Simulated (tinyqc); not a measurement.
Inside a calculation. Method: MP2 on RHF in the sto-6g basis, frozen core, for CH3+, spin multiplicity 1. One step of it, computed by the program tinyqc.

Task: Second-order Moller-Plesset energy. E2 = sum_ijab (ia|jb) [2 (ia|jb) - (ib|ja)] / (e_i + e_j - e_a - e_b) over occupied i, j and virtual a, b; the opposite-spin part is (ia|jb)^2 / denominator, the rest is same-spin, and SCS-MP2 scales them by 6/5 and 1/3.

orbital energies (hartree): MO1 -11.777341, MO2 -1.334647, MO3 -1.014720, MO4 -1.014472, MO5 -0.277145, MO6 0.322920, MO7 0.367992, MO8 0.368732

Two-electron integrals over orbitals (pq|rs), unique and non-zero (hartree); the lowest 1 orbital is frozen and left out:
```
(22|22) 0.534105    (32|32) 0.124684    (33|22) 0.524035    (33|33) 0.566310
(42|22) -0.000134   (42|33) -0.042907   (42|42) 0.124576    (43|32) -0.042875
(43|43) 0.041081    (44|22) 0.523909    (44|33) 0.483979    (44|42) 0.042980
(44|44) 0.566314    (52|22) -0.007166   (52|33) -0.000632   (52|42) -1.05e-06
(52|44) -0.000631   (52|52) 0.099684    (53|32) -0.000243   (53|43) 0.002103
(53|53) 0.026331    (54|22) 3.62e-06    (54|33) 0.002109    (54|42) -0.000242
(54|44) -0.002100   (54|52) 0.000028    (54|54) 0.026327    (55|22) 0.558730
(55|33) 0.526338    (55|42) -0.000011   (55|44) 0.526294    (55|52) 0.028026
(55|54) 0.000021    (55|55) 0.674524    (62|22) 0.080983    (62|33) 0.060035
(62|42) 0.000142    (62|44) 0.059704    (62|52) -0.005704   (62|54) 0.000058
(62|55) 0.127559    (62|62) 0.074156    (63|32) -0.024037   (63|43) 0.029313
(63|53) 0.003150    (63|63) 0.052453    (64|22) 0.000780    (64|33) 0.030166
(64|42) -0.024830   (64|44) -0.028952   (64|52) 0.000109    (64|54) 0.003191
(64|55) 0.001096    (64|62) 0.000970    (64|64) 0.053319    (65|22) -0.017351
(65|33) -0.008635   (65|42) 0.000132    (65|44) -0.008537   (65|52) 0.069025
(65|54) 0.000180    (65|55) -0.003505   (65|62) -0.018510   (65|64) -0.000089
(65|65) 0.057253    (66|22) 0.487828    (66|33) 0.485750    (66|42) 0.001799
(66|44) 0.487322    (66|52) -0.022850   (66|54) -0.000072   (66|55) 0.493623
(66|62) 0.043002    (66|64) -0.000444   (66|65) -0.022554   (66|66) 0.487851
(72|22) -0.000706   (72|33) 0.021907    (72|42) 0.013202    (72|44) -0.022926
(72|52) 0.000037    (72|54) 0.006985    (72|55) -0.001109   (72|62) -0.000272
(72|64) 0.042601    (72|65) 0.000174    (72|66) -0.000564   (72|72) 0.048016
(73|32) 0.052146    (73|43) -0.014002   (73|53) -0.002309   (73|63) -0.025941
(73|73) 0.039182    (74|22) 0.082162    (74|33) 0.081145    (74|42) -0.051710
(74|44) 0.053990    (74|52) 0.013289    (74|54) 0.002270    (74|55) 0.120294
(74|62) 0.071933    (74|64) 0.026421    (74|65) -0.004355   (74|66) 0.034352
(74|72) 0.004603    (74|74) 0.117081    (75|22) 0.000126    (75|33) -0.005528
(75|42) 0.015802    (75|44) 0.005679    (75|52) -0.000596   (75|54) 0.018015
(75|55) 0.000018    (75|62) 0.000176    (75|64) -0.004956   (75|65) -0.000319
(75|66) 0.000427    (75|72) 0.002367    (75|74) -0.006967   (75|75) 0.020092
(76|22) 0.000026    (76|33) -0.047998   (76|42) 0.109021    (76|44) 0.048453
(76|52) 0.000205    (76|54) -0.003905   (76|55) 0.000110    (76|62) -3.24e-06
(76|64) -0.046845   (76|65) 0.000275    (76|66) 0.002076    (76|72) -0.012152
(76|74) -0.057509   (76|75) 0.014311    (76|76) 0.124060    (77|22) 0.508523
(77|33) 0.478776    (77|42) 0.029366    (77|44) 0.545523    (77|52) 0.001647
(77|54) -0.004351   (77|55) 0.513220    (77|62) 0.052327    (77|64) -0.039260
(77|65) -0.004458   (77|66) 0.493237    (77|72) -0.031747   (77|74) 0.042646
(77|75) 0.003885    (77|76) 0.046519    (77|77) 0.557545    (82|32) 0.013118
(82|43) 0.022440    (82|53) 0.006988    (82|63) 0.042532    (82|73) -0.005955
(82|82) 0.048022    (83|22) 0.082043    (83|33) 0.053795    (83|42) 0.051923
(83|44) 0.081401    (83|52) 0.013296    (83|54) -0.002274   (83|55) 0.120276
(83|62) 0.071872    (83|64) -0.025393   (83|65) -0.004233   (83|66) 0.036265
(83|72) -0.006197   (83|74) 0.044863    (83|75) 0.007072    (83|76) 0.058235
(83|77) 0.074810    (83|83) 0.117491    (84|32) 0.051945    (84|43) -0.013747
(84|53) -0.002279   (84|63) -0.025516   (84|73) 0.034302    (84|82) -0.005578
(84|84) 0.038740    (85|32) 0.015813    (85|43) -0.005588   (85|53) 0.018017
(85|63) -0.004841   (85|73) 0.007081    (85|82) 0.002365    (85|84) 0.007042
(85|85) 0.020093    (86|32) 0.108571    (86|43) -0.047553   (86|53) -0.003829
(86|63) -0.045235   (86|73) 0.058157    (86|82) -0.011685   (86|84) 0.057771
(86|85) 0.014247    (86|86) 0.122472    (87|32) -0.032136   (87|43) 0.034550
(87|53) 0.004449    (87|63) 0.040654    (87|73) -0.018023   (87|82) 0.031603
(87|84) -0.017664   (87|85) -0.004205   (87|86) -0.048715   (87|87) 0.042804
(88|22) 0.508657    (88|33) 0.546389    (88|42) -0.031205   (88|44) 0.477979
(88|52) 0.001652    (88|54) 0.004424    (88|55) 0.513312    (88|62) 0.052835
(88|64) 0.041099    (88|65) -0.004528   (88|66) 0.491706    (88|72) 0.031039
(88|74) 0.075502    (88|75) -0.004052   (88|76) -0.048216   (88|77) 0.475947
(88|83) 0.041412    (88|88) 0.559223
```

Hartree-Fock energy = -39.12268372 hartree

Give: Terms; Pair energies; MP2 correlation energy; SCS-MP2 correlation energy; MP2 total energy.

Result:

Terms (the 40 largest of 74):
```
i  j  a  b  (ia|jb)  (ib|ja)  denominator       term
3  3  8  8   0.1175   0.1175      -2.7669    -0.0050
4  4  7  7   0.1171   0.1171      -2.7649    -0.0050
2  2  5  5   0.0997   0.0997      -2.1150    -0.0047
4  2  7  6   0.0719   0.0426      -3.0400    -0.0024
2  4  6  7   0.0719   0.0426      -3.0400    -0.0024
3  2  8  6   0.0719   0.0425      -3.0410    -0.0024
2  3  6  8   0.0719   0.0425      -3.0410    -0.0024
2  2  6  6   0.0742   0.0742      -3.3151    -0.0017
4  4  6  6   0.0533   0.0533      -2.6748    -0.0011
3  3  6  6   0.0525   0.0525      -2.6753    -0.0010
4  3  7  8   0.0449   0.0343      -2.7659    -0.0009
3  4  8  7   0.0449   0.0343      -2.7659    -0.0009
2  2  7  7   0.0480   0.0480      -3.4053    -0.0007
2  2  8  8   0.0480   0.0480      -3.4068    -0.0007
3  3  7  7   0.0392   0.0392      -2.7654    -0.0006
4  4  8  8   0.0387   0.0387      -2.7664    -0.0005
4  4  5  5   0.0263   0.0263      -1.4747  -4.70e-04
3  3  5  5   0.0263   0.0263      -1.4751  -4.70e-04
4  3  8  7   0.0343   0.0449      -2.7659  -2.94e-04
3  4  7  8   0.0343   0.0449      -2.7659  -2.94e-04
4  4  7  6   0.0264   0.0264      -2.7199  -2.57e-04
4  4  6  7   0.0264   0.0264      -2.7199  -2.57e-04
3  3  7  6  -0.0259  -0.0259      -2.7204  -2.47e-04
3  3  6  7  -0.0259  -0.0259      -2.7204  -2.47e-04
3  4  6  8  -0.0255  -0.0254      -2.7208  -2.40e-04
4  3  8  6  -0.0255  -0.0254      -2.7208  -2.40e-04
4  3  6  8  -0.0254  -0.0255      -2.7208  -2.36e-04
3  4  8  6  -0.0254  -0.0255      -2.7208  -2.36e-04
2  4  7  6   0.0426   0.0719      -3.0400  -1.86e-04
4  2  6  7   0.0426   0.0719      -3.0400  -1.86e-04
2  3  8  6   0.0425   0.0719      -3.0410  -1.85e-04
3  2  6  8   0.0425   0.0719      -3.0410  -1.85e-04
3  2  8  5   0.0133   0.0070      -2.4410  -1.07e-04
2  3  5  8   0.0133   0.0070      -2.4410  -1.07e-04
4  2  7  5   0.0133   0.0070      -2.4400  -1.07e-04
2  4  5  7   0.0133   0.0070      -2.4400  -1.07e-04
2  3  7  8  -0.0062  -0.0060      -3.0861  -1.29e-05
3  2  8  7  -0.0062  -0.0060      -3.0861  -1.29e-05
2  2  5  6  -0.0057  -0.0057      -2.7151  -1.20e-05
2  2  6  5  -0.0057  -0.0057      -2.7151  -1.20e-05
```

Pair energies (hartree; pair i-j sums ij and ji):
```
pair  opposite spin  same spin
2-2         -0.0077          0
3-2         -0.0048    -0.0006
3-3         -0.0076          0
4-2         -0.0048    -0.0006
4-3         -0.0033  -8.07e-05
4-4         -0.0076          0
```

MP2 correlation energy = -0.037032 hartree

SCS-MP2 correlation energy = -0.043330 hartree

MP2 total energy = -39.159715 hartree
